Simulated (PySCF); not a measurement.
Start geometry of `[H]/N=C\CC=C` from GFN2-xTB (Å):
```
atom  x, y, z in Å
C1     1.999    0.413    0.385
C2     0.881    0.192   -0.281
C3    -0.242   -0.671    0.210
C4    -1.380    0.209    0.662
N5    -2.546    0.266    0.214
H6     2.192   -0.047    1.340
H7     2.770    1.059    0.002
H8     0.706    0.672   -1.236
H9     0.092   -1.267    1.063
H10   -0.584   -1.338   -0.586
H11   -1.138    0.888    1.476
H12   -2.749   -0.376   -0.554
```

What comes out of this run: PBE0-D3(BJ)/def2-SVP geometry optimisation, gas phase in PySCF?

```
atom  x, y, z in Å
C1     2.1879    0.4929    0.3237
C2     1.0089    0.3677   -0.2861
C3    -0.1291   -0.4766    0.2061
C4    -1.3131    0.3651    0.6139
N5    -2.4887    0.3356    0.1460
H6     2.4139   -0.0496    1.2477
H7     2.9723    1.1388   -0.0789
H8     0.8202    0.9325   -1.2076
H9     0.2013   -1.0657    1.0791
H10   -0.4498   -1.1883   -0.5753
H11   -1.1023    1.0979    1.4141
H12   -2.5571   -0.3798   -0.5890
```

The energy falls by 6.5 kJ/mol over 8 energy and gradient evaluations, the largest force component goes from 0.0247 to 2.1e-04 Eh/bohr, and the atoms move by 0.107 Å rms after alignment. Among the bonds, C1–H6 and C4–H11 change most and about equally (+0.017 to +0.018 Å). Bonds longer at the end by more than 0.005 Å: 9 of 11; shorter: 0. Among the angles that change most is C4–N5–H12, from 115.2° to 110.0°. Rotational constants go from 18563, 2514, 2475 to 20219, 2396, 2376 MHz. The orientation of the end geometry is arbitrary; only internal coordinates are fixed.

The run used 105 basis functions and 55 SCF cycles in all. On one thread of an x86-64 server, on a shared host, this took 26 s wall.

No frequency check. The numbers are those of one conformer.
